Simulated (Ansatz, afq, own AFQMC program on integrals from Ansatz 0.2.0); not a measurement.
# SiH$_{2}$, triplet in cc-pVDZ, levels against full CI

```yaml
atoms:
  - { symbol: Si, position_ang: [0.0000, -0.0872, 0.0000] }
  - { symbol: H, position_ang: [0.0000, 1.2145, -2.1962] }
  - { symbol: H, position_ang: [0.0000, 1.2145, 2.1962] }
```

Basis cc-pVDZ. Only valence electrons are correlated. Integrals, coupled cluster, full CI and functionals: Ansatz 0.2.0; the random walks run on the same integrals in our own AFQMC program. The CISD trial takes its coefficients from CCSD amplitudes. Released means that phaseless walkers are propagated on without the constraint, phases kept. Error bars are statistical, one sigma.

Determinant: UHF, the one that the program's search chose, which needn't be the lowest solution. The geometry is a point of a scan.

Full CI on the same integrals is exact in this basis and with this determinant's frozen core.

Cautions: lower spins were not checked; an unrestricted solution with more broken spin lies lower (113 meV, ⟨S²⟩ 2.78); strong correlation (T1 0.104, weight of the determinant 0.70, largest double 0.18); (T) is large, 6 % of the CCSD correlation; unrestricted determinant spin contaminated (⟨S²⟩ 2.64 against 2.00); CCSD(T) is in doubt: in a space of 6 electrons in 9 natural orbitals full CI lies 84 meV below it; the released energies are still falling, so no released level is given (meV from the phaseless value at times in 1/Eh: 2 ± 7 at 0.24, -11 ± 3 at 0.51, -22 ± 3 at 0.99, -24 ± 3 at 1.62, -38 ± 3 at 2.40).

The T1 diagnostic is 0.1035 and the weight of the determinant in the CISD state is 0.698. The ⟨S²⟩ of the determinant is 2.639. The size of the correlated space is 6 electrons in 23 orbitals.

```tsv
level	correlation energy (eV)
MP2	-1.3275
CCSD	-2.4541
CCSD(T)	-2.6134
```

(1) Estimate where phaseless AFQMC with a CISD trial lies against CCSD(T) on the same integrals.

(1) 3.1 ± 0.4 kJ/mol below CCSD(T).

Reference: full CI, correlation energy -2.733 eV. The cautions show a poor starting determinant, so the rows tell how each method copes with it here, and full CI is the sure value.

```
        level  E − E(reference) (kJ/mol)  share of correlation (%)
      CCSD(T)                       11.6                     95.61
        CCSDT                        0.9                     99.67
     CCSDT(Q)                       -0.9                    100.36
       CCSDTQ                        0.0                    100.00
  ph-AFQMC/HF                 22.6 ± 1.0                     91.43
ph-AFQMC/CISD                  8.5 ± 0.4                     96.77
```

CCSDT and higher add their correlation energy to the determinant of the CCSD(T) run, since their own runs factorise the integrals more tightly (a shift of under 2 meV). A walk keeps the symmetry of its determinant, which the program's search chose and which needn't be the lowest solution, so a lower state of the same spin and another symmetry isn't excluded.
